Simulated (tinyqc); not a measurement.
UKS/PBE in the sto-6g basis, for LiH, spin multiplicity 3, step by step (part 2 of 2). Computed by tinyqc, a small Python program that keeps every step (integrals from PySCF). Command: `OMP_NUM_THREADS=1 python tinyqc.py 29530 29531 out.jsonl` (the two numbers bound the seeds that draw the settings). One thread of a shared host (Intel(R) Xeon(R) Processor @ 2.60GHz), about 2 s of CPU time with the checks.

Geometry (angstrom):
```
atom         x         y         z
Li    0.000000  0.000000  0.000000
H     0.000000  0.000000  2.008000
```

## Iteration 2: diagonalisation and new density

extrapolated F(alpha) (hartree), lower triangle:
```
            1Li 1s     1Li 2s   1Li 2px   1Li 2py    1Li 2pz      2H 1s
1Li 1s   -1.821629
1Li 2s   -0.493126  -0.221980
1Li 2px   0.000000   0.000000  0.008437
1Li 2py   0.000000   0.000000  0.000000  0.008437
1Li 2pz  -0.003809  -0.039592  0.000000  0.000000  -0.042233
2H 1s    -0.061779  -0.147283  0.000000  0.000000  -0.181883  -0.283173
```

extrapolated F(beta) (hartree), lower triangle:
```
            1Li 1s     1Li 2s   1Li 2px   1Li 2py    1Li 2pz     2H 1s
1Li 1s   -1.688427
1Li 2s   -0.477682  -0.156622
1Li 2px   0.000000   0.000000  0.061630
1Li 2py   0.000000   0.000000  0.000000  0.061630
1Li 2pz  -0.004652  -0.033950  0.000000  0.000000   0.047479
2H 1s    -0.059639  -0.073126  0.000000  0.000000  -0.061416  0.235369
```

X:
```
                 1          2          3         4          5         6
1Li 1s    0.248261   0.771340   0.000000  0.000000   0.606241  0.193601
1Li 2s   -0.674285  -0.601923   0.000000  0.000000   0.476836  0.381904
1Li 2px   0.000000   0.000000  -0.634908  0.772588   0.000000  0.000000
1Li 2py   0.000000   0.000000   0.772588  0.634908   0.000000  0.000000
1Li 2pz  -0.785767   0.481186   0.000000  0.000000  -0.465488  0.415526
2H 1s     0.992067  -0.221014   0.000000  0.000000  -0.196305  0.540241
```

Diagonalise F' = X^T F X, C = X C', fill 3 alpha and 1 beta electrons from the bottom; D(s) = C_occ C_occ^T. Each column has its largest component positive (the first on a tie).

F' = X^T F X (alpha) (hartree), lower triangle:
```
           1          2         3         4          5          6
1   0.056839
2  -0.131025  -0.689270
3   0.000000   0.000000  0.008437
4   0.000000   0.000000  0.000000  0.008437
5  -0.082604  -0.798069  0.000000  0.000000  -0.996377
6  -0.147659  -0.275733  0.000000  0.000000  -0.361354  -0.432049
```

orbital energies (alpha) (hartree): MO1 -1.824170, MO2 -0.304912, MO3 -0.048018, MO4 0.008437, MO5 0.008437, MO6 0.116244

coefficients C (alpha):
```
               MO1        MO2        MO3       MO4        MO5        MO6
1Li 1s    0.989886  -0.087262  -0.254215  0.000000   0.000000  -0.097443
1Li 2s    0.040500   0.208245   0.969098  0.000000   0.000000   0.453913
1Li 2px   0.000000   0.000000   0.000000  0.275119   0.961410   0.000000
1Li 2py   0.000000   0.000000   0.000000  0.961410  -0.275119   0.000000
1Li 2pz   0.004846   0.200899  -0.347008  0.000000   0.000000   1.038033
2H 1s    -0.005615   0.824519  -0.243550  0.000000   0.000000  -0.790102
```

F' = X^T F X (beta) (hartree), lower triangle:
```
           1          2         3         4          5          6
1   0.375665
2  -0.188981  -0.565095
3   0.000000   0.000000  0.061630
4   0.000000   0.000000  0.000000  0.061630
5  -0.147041  -0.747810  0.000000  0.000000  -0.878616
6   0.087054  -0.322138  0.000000  0.000000  -0.427140  -0.161620
```

orbital energies (beta) (hartree): MO1 -1.692582, MO2 -0.047275, MO3 0.052569, MO4 0.061630, MO5 0.061630, MO6 0.457622

coefficients C (beta):
```
               MO1        MO2        MO3        MO4       MO5        MO6
1Li 1s    0.986514  -0.248948   0.141274   0.000000  0.000000   0.080411
1Li 2s    0.052937   0.849460  -0.529287   0.000000  0.000000  -0.430890
1Li 2px   0.000000   0.000000   0.000000  -0.075322  0.997159   0.000000
1Li 2py   0.000000   0.000000   0.000000   0.997159  0.075322   0.000000
1Li 2pz   0.006643   0.371509   0.807575   0.000000  0.000000  -0.669381
2H 1s    -0.008004   0.180571   0.158295   0.000000  0.000000   1.142678
```

D(alpha) after iteration 2, lower triangle:
```
            1Li 1s     1Li 2s   1Li 2px   1Li 2py   1Li 2pz     2H 1s
1Li 1s    1.052114
1Li 2s   -0.224440   0.984157
1Li 2px   0.000000   0.000000  0.000000
1Li 2py   0.000000   0.000000  0.000000  0.000000
1Li 2pz   0.075481  -0.294253  0.000000  0.000000  0.160799
2H 1s    -0.015593  -0.064550  0.000000  0.000000  0.250132  0.739179
```

D(beta) after iteration 2, lower triangle:
```
            1Li 1s     1Li 2s   1Li 2px   1Li 2py    1Li 2pz     2H 1s
1Li 1s    0.973210
1Li 2s    0.052223   0.002802
1Li 2px   0.000000   0.000000  0.000000
1Li 2py   0.000000   0.000000  0.000000  0.000000
1Li 2pz   0.006553   0.000352  0.000000  0.000000   0.000044
2H 1s    -0.007896  -0.000424  0.000000  0.000000  -0.000053  0.000064
```

Within a degenerate level the vectors are fixed only up to a rotation; this is one choice.

## Iteration 7 (converged): orbitals

converged F(alpha) (hartree), lower triangle:
```
            1Li 1s     1Li 2s   1Li 2px   1Li 2py    1Li 2pz      2H 1s
1Li 1s   -1.785896
1Li 2s   -0.490213  -0.225656
1Li 2px   0.000000   0.000000  0.004946
1Li 2py   0.000000   0.000000  0.000000  0.004946
1Li 2pz  -0.005261  -0.041121  0.000000  0.000000  -0.046278
2H 1s    -0.061536  -0.151534  0.000000  0.000000  -0.188782  -0.307677
```

converged F(beta) (hartree), lower triangle:
```
            1Li 1s     1Li 2s   1Li 2px   1Li 2py   1Li 2pz     2H 1s
1Li 1s   -1.770507
1Li 2s   -0.485462  -0.120857
1Li 2px   0.000000   0.000000  0.082105
1Li 2py   0.000000   0.000000  0.000000  0.082105
1Li 2pz  -0.006611  -0.019913  0.000000  0.000000  0.113857
2H 1s    -0.060531   0.044025  0.000000  0.000000  0.135531  1.161203
```

As before.

F' = X^T F X (alpha) (hartree), lower triangle:
```
           1          2         3         4          5          6
1   0.045290
2  -0.122657  -0.674118
3   0.000000   0.000000  0.004946
4   0.000000   0.000000  0.000000  0.004946
5  -0.072962  -0.781316  0.000000  0.000000  -0.983241
6  -0.155852  -0.266744  0.000000  0.000000  -0.352179  -0.444185
```

orbital energies (alpha) (hartree): MO1 -1.788976, MO2 -0.325815, MO3 -0.050843, MO4 0.004946, MO5 0.004946, MO6 0.109380

coefficients C (alpha):
```
               MO1        MO2        MO3        MO4       MO5        MO6
1Li 1s    0.988660  -0.083398  -0.259895   0.000000  0.000000  -0.098285
1Li 2s    0.045081   0.185304   0.976830   0.000000  0.000000   0.446798
1Li 2px   0.000000   0.000000   0.000000   0.999985  0.005492   0.000000
1Li 2py   0.000000   0.000000   0.000000  -0.005492  0.999985   0.000000
1Li 2pz   0.006153   0.184378  -0.332491   0.000000  0.000000   1.045815
2H 1s    -0.006558   0.843867  -0.240671   0.000000  0.000000  -0.770301
```

F' = X^T F X (beta) (hartree), lower triangle:
```
           1          2         3         4          5         6
1   0.893073
2  -0.334946  -0.553156
3   0.000000   0.000000  0.082105
4   0.000000   0.000000  0.000000  0.082105
5  -0.314492  -0.760484  0.000000  0.000000  -0.845941
6   0.539663  -0.458223  0.000000  0.000000  -0.588291  0.261763
```

orbital energies (beta) (hartree): MO1 -1.773400, MO2 0.002756, MO3 0.082105, MO4 0.082105, MO5 0.110788, MO6 1.415595

coefficients C (beta):
```
               MO1        MO2        MO3       MO4        MO5        MO6
1Li 1s    0.989283  -0.278599   0.000000  0.000000   0.059054   0.042693
1Li 2s    0.042857   1.023096   0.000000  0.000000  -0.220253  -0.305158
1Li 2px   0.000000   0.000000   0.997376  0.072389   0.000000   0.000000
1Li 2py   0.000000   0.000000  -0.072389  0.997376   0.000000   0.000000
1Li 2pz   0.007152   0.268194   0.000000  0.000000   1.002025  -0.402837
2H 1s    -0.006960  -0.083837   0.000000  0.000000  -0.079257   1.161930
```

D(alpha) after iteration 7, lower triangle:
```
            1Li 1s     1Li 2s   1Li 2px   1Li 2py   1Li 2pz     2H 1s
1Li 1s    1.051950
1Li 2s   -0.224758   0.990566
1Li 2px   0.000000   0.000000  0.000000
1Li 2py   0.000000   0.000000  0.000000  0.000000
1Li 2pz   0.077119  -0.290343  0.000000  0.000000  0.144583
2H 1s    -0.014311  -0.079019  0.000000  0.000000  0.235571  0.770077
```

D(beta) after iteration 7, lower triangle:
```
            1Li 1s     1Li 2s   1Li 2px   1Li 2py    1Li 2pz     2H 1s
1Li 1s    0.978682
1Li 2s    0.042398   0.001837
1Li 2px   0.000000   0.000000  0.000000
1Li 2py   0.000000   0.000000  0.000000  0.000000
1Li 2pz   0.007075   0.000307  0.000000  0.000000   0.000051
2H 1s    -0.006886  -0.000298  0.000000  0.000000  -0.000050  0.000048
```

Within a degenerate level the vectors are fixed only up to a rotation; this is one choice.

## Convergence

Stop when the energy changes by less than 1e-10 hartree and every element of the error matrix X^T (F D S - S D F) X (for each spin) is below 3e-06.

Course of the cycle:
```
iteration  E (hartree)     change  largest element of the error matrix
1          -8.00052141          -                             5.50e-02
2          -7.88767405   1.13e-01                             4.55e-02
3          -7.89503187  -7.36e-03                             1.34e-02
4          -7.89545243  -4.21e-04                             1.27e-03
5          -7.89546018  -7.75e-06                             1.97e-05
6          -7.89546018  -2.26e-09                             3.65e-06
7          -7.89546018  -5.24e-11                             5.09e-08
```

PySCF UKS in the same basis, fine grid, after a stability check = -7.89522918 hartree

Converged in 7 iterations. The coarse grid moves the energy by -2.31e-04 hartree.

## Populations, bond orders and dipole

overlap S, lower triangle:
```
           1Li 1s    1Li 2s   1Li 2px   1Li 2py   1Li 2pz     2H 1s
1Li 1s   1.000000
1Li 2s   0.235742  1.000000
1Li 2px  0.000000  0.000000  1.000000
1Li 2py  0.000000  0.000000  0.000000  1.000000
1Li 2pz  0.000000  0.000000  0.000000  0.000000  1.000000
2H 1s    0.028139  0.299766  0.000000  0.000000  0.418075  1.000000
```

Mulliken: Z minus the diagonal of D S on the atom; Loewdin: the same with S^(1/2) D S^(1/2); Mayer order: 2 sum_s sum (D(s) S)_ij (D(s) S)_ji over the two atoms.

Charges (e):
```
atom   Mulliken    Loewdin  Mulliken spin
1Li   -0.155782  -0.199139       1.155271
2H     0.155782   0.199139       0.844729
```

Mayer bond orders:
```
pair     order
2-1   0.262164
```

dipole moment about the origin, x y z (debye): 0.000000  0.000000  3.519628

<S^2> of the determinant (pure state: 2) = 2.000000
